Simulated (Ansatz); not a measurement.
# AlO⁺, triplet: the ladder up to full CI

Geometry: a point of a stretch scan, not a stationary point.

| atom | x (Å) | y (Å) | z (Å) |
| --- | --- | --- | --- |
| Al | 0.0000 | 0.0000 | 0.0000 |
| O | 0.0000 | 0.0000 | 3.8530 |

Basis cc-pVDZ; Ansatz 0.2.0. Correlated methods freeze the noble-gas cores, which leaves 8 electrons in 26 orbitals. R marks a restricted (for open shells ROHF) determinant, U an unrestricted one. Active spaces: pair = (4e, 4o) about the gap; valence = (8e, 8o) chosen from the atoms' valence shells.

Full CI is exact within this basis and frozen core; it isn't the basis-set limit. The frozen core follows each run's orbitals, which can shift R against U totals by a few meV.

For open shells CISD is restricted-active-space CI with the open shells as a complete middle space.

The UHF ⟨S²⟩ is 2.006 and the T1 diagnostic (RCCSD) is 0.0130. The largest doubles amplitude (RCCSD) is 0.103 and the T1 diagnostic (UCCSD) is 0.0066.

```csv
level,E − E(full CI) (mEh),share of correlation (%),wall time
RHF,162.39,0.00,–
UHF,157.50,3.01,–
RMP2,29.84,81.62,–
UMP2,29.70,81.71,–
CISD,9.67,94.05,1 s
RCCSD,1.10,99.32,–
UCCSD,1.01,99.38,–
RCCSD(T),0.21,99.87,2.3 s
UCCSD(T),0.15,99.91,2 s
BCCD(T),0.21,99.87,1.8 s
RCCSDT,0.06,99.96,–
UCCSDT,0.00,100.00,–
RCCSDT(Q),-0.01,100.01,5.5 s
UCCSDT(Q),-0.07,100.04,4.9 s
RCCSDTQ,-0.02,100.01,33 s (H100)
UCCSDTQ,-0.08,100.05,31 s (H100)
CASSCF (pair space),147.85,8.95,–
NEVPT2 (pair space),28.97,82.16,1.2 s
MRCISD (pair space),7.91,95.13,–
MRCISD+Q (pair space),-0.12,100.07,1.4 s
CASSCF (valence space),125.32,22.83,–
NEVPT2 (valence space),25.72,84.16,2.1 s
MRCISD (valence space),3.42,97.89,–
MRCISD+Q (valence space),-0.47,100.29,2.8 s
```

The correlation energy at full CI, counted from RHF, is -4.419 eV. That run took 22 s on 2 threads of AMD EPYC 7R13 with a shared H100 80 GB, shared host over 55,868,912 determinants.

Times hold each run's SCF and search for its determinant on a shared host, so for small cases they say little of a method's own cost; rows without a card ran on 1 thread of AMD EPYC 7R13. Some runs computed forces too.

More than 5 meV below full CI, which no variational method can be: MRCISD+Q (valence space).

The full-CI state has the irrep A2 of C2v, in the program's axes (one component, if the state is degenerate).

Natural occupations of full CI about the gap: 1.981 1.974 1.887 0.995 0.995 0.037 0.037 0.037 0.016 0.009; effectively unpaired electrons, Σ n²(2−n)², 2.07.
